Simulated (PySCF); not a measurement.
F4Si, SMILES F[Si](F)(F)F (connectivity only; charge and spin as stated), charge +1, multiplicity 2. Coordinates come from a ωB97X-D3(BJ)/def2-SVP optimisation. The multiplicity is an assumed one; other spin states were not compared. The isomer is the one that the SMILES or the coordinates give; other isomers of the formula were not compared.

Level of theory: ωB97X-D3(BJ)/def2-SVP in PySCF.

Harmonic wavenumbers (cm⁻¹): 184, 269, 271, 285, 395, 470, 756, 1054, 1181. Rotational constants (GHz): 4.711, 4.051, 3.257; symmetry number 2.

Work out the zero-point energy and the ideal-gas rigid-rotor harmonic-oscillator thermochemistry at 298.15 K and 1 atm.

ZPE = ½ Σ hcν = ½ × 4864 cm⁻¹ = 29.09 kJ/mol. H − E(el) = 45.96 kJ/mol. Entropy in J/(mol K): translation 166.68, rotation 103.23, vibration 37.97, spin 5.76, total 313.64. G − E(el) = -47.56 kJ/mol. Cp = 79.63 J/(mol K).
